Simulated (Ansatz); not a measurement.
**1T (CdI2-type) HfS₂**

Level of theory: HSE06 (PAW; Ansatz, an electronic-structure program).

Run with plane-wave cutoff 500 eV, 12×12×4 k mesh (along the axes of the cell as run), gaussian smearing 0.02 eV, scalar-relativistic PAW data made under PBE.

Cell: relaxed at this level.

```json
{
 "equilibrium_volume_per_atom": "25.50 Å³/atom",
 "lattice_parameter_a": "3.649 Å",
 "c axis length": "6.636 Å",
 "band_gap": "2.11 eV (on the SCF k mesh)"
}
```

Measured, for comparison: band gap 1.8 eV (temperature not stated, no zero-point or thermal correction, fundamental, indirect, our sources range from 1.80 to 1.96; as tabulated in Rybak et al. (2022), arXiv:2210.12074); lattice constant a 3.635 Å (temperature not stated, no zero-point or thermal correction; as tabulated in Björkman (2014), arXiv:1406.2436); lattice parameter c 5.83 Å (temperature not stated, zero-point anharmonic expansion removed (computed with revB86b-DF2); no thermal correction; as tabulated in Björkman (2014), arXiv:1406.2436). Computed (rounded) less measured: lattice constant a +0.4 %, lattice parameter c +13.8 %.

Note: the cell comes from a level without a dispersion term, which matters for the spacing of layers, chains or molecules; the cell has widely spaced layers and the level no dispersion term, so their spacing and the moduli can rest on weak binding.

Spin–orbit coupling is not included.

Static lattice: no zero-point or thermal effects.
